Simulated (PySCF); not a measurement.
Level of theory: B3LYP-D3(BJ)/def2-TZVP (PySCF). Gas-phase values, no solvent. B3LYP has the VWN-RPA correlation part, as in Gaussian. 

Reference species (SMILES): `O=C=S` (neutral, multiplicity 1).

The LUMO comes out as -1.10 eV. The hole reorganisation energy (four-point) is 0.214 eV and the dipole moment is 0.76 D. The HOMO–LUMO gap is 7.32 eV.

Changed species: `O=S=O`.

Question: Give the shifts of the LUMO, hole reorganisation energy (four-point), dipole moment and HOMO–LUMO gap.

Answer: the LUMO falls by 2.57 eV, to -3.67 eV; the hole reorganisation energy (four-point) goes up by 0.209 eV, to 0.423 eV; the dipole moment rises by 1.00 D, to 1.76 D; the HOMO–LUMO gap decreases by 1.69 eV, to 5.63 eV.
